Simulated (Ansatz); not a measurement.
# CH₃BS (SMILES B=CS): functionals against CCSD(T) at one geometry

The task here is to estimate one member of a computed series from the others.

Computed with Ansatz 0.2.0, Gaussian basis. Level: single points in def2-TZVPP.

Correlated methods freeze the cores.

## The system as given

6 atoms, charge 0, spin multiplicity 1.

Atoms are counted from 1 here; the program's logs count them from 0.

Bond lengths: B1–C2 1.541 Å, B1–H4 0.861 Å, C2–S3 1.816 Å, C2–H5 1.231 Å, S3–H6 1.138 Å. Angles: C2–B1–H4 163.7°, B1–C2–S3 132.6°, B1–C2–H5 135.3°, S3–C2–H5 92.1°, C2–S3–H6 103.5°.

As a file:

```
B     0.5323    0.0814   -1.3023
C    -0.5066   -0.0181   -0.1690
S    -0.3584    0.0105    1.6409
H     1.0601   -0.0996   -1.9579
H    -1.7340   -0.0878   -0.1118
H     0.7631   -0.0736    1.8175
```

The first run:

File run/in.yaml:

```yaml
crystal:
  periodic: [false, false, false]
  atoms:
    - {symbol: B, position_ang: [0.532300, 0.081400, -1.302300]}
    - {symbol: C, position_ang: [-0.506600, -0.018100, -0.169000]}
    - {symbol: S, position_ang: [-0.358400, 0.010500, 1.640900]}
    - {symbol: H, position_ang: [1.060100, -0.099600, -1.957900]}
    - {symbol: H, position_ang: [-1.734000, -0.087800, -0.111800]}
    - {symbol: H, position_ang: [0.763100, -0.073600, 1.817500]}
basis:
  gaussian: {orbitals: def2-TZVPP}
correlation: {method: ccsd_t}
output: {forces: true}
```

No record of the launch command was kept for these runs.

Steps of the session up to this table: CCSD(T)/def2-TZVPP; PBE0-D4/def2-TZVPP; wB97M-V/def2-TZVPP; r2SCAN-D4/def2-TZVPP; PBE-D4/def2-TZVPP; r2SCAN0-D4/def2-TZVPP; B97M-V/def2-TZVPP.

One of the session's tables, all rows but one given; the rest of the session is left out.

```
    method  RMS force component (eV/Å)  angle to CCSD(T) forces (°)  dipole (D)
   CCSD(T)                       8.043                    reference        1.48
   PBE0-D4                       8.182                          1.3        1.47
   wB97M-V                       8.105                          1.7        1.62
 r2SCAN-D4                       8.117                          1.0        1.37
    PBE-D4                       8.101                          1.2        1.22
r2SCAN0-D4                           ?                            ?           ?
    B97M-V                       8.030                          1.3        1.38
```

**Question.** Estimate the row for r2SCAN0-D4.

As computed: RMS force component (eV/Å): 8.177; angle to CCSD(T) forces (°): 1.6; dipole (D): 1.55. In the column «RMS force component (eV/Å)» it lies between r2SCAN-D4 (8.117) and PBE0-D4 (8.182).
